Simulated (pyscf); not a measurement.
F–SiH(O–SiH₃)–O–SiH₃ + water (H₂O) → HO–SiH(O–SiH₃)–O–SiH₃ + hydrogen fluoride (HF) (four-centre exchange; singlet surface; F–Si, H–O broken, O–Si, F–H formed). PySCF, gas phase, ωB97X-D3(BJ)/def2-SVP geometries. Energies in eV from the separated reactants.

```csv
level,barrier,reaction energy
ωB97X-D3(BJ)/def2-TZVP,1.08,+0.45
PBE/def2-TZVP,0.98,+0.49
r²SCAN/def2-TZVP,1.00,+0.49
B3LYP-D3(BJ)/def2-TZVP,1.14,+0.50
PBE0-D3(BJ)/def2-TZVP,1.04,+0.46
ωB97M-D3(BJ)/def2-TZVP,1.08,+0.48
```

The functionals in the table span 0.16 eV in this barrier, from PBE to B3LYP-D3(BJ). On the product side the descent ends in a bound adduct, 0.41 eV under the separated species and 1.04 eV under the saddle at ωB97X-D3(BJ)/def2-TZVP. One saddle was located; it need not be the lowest between these sides.
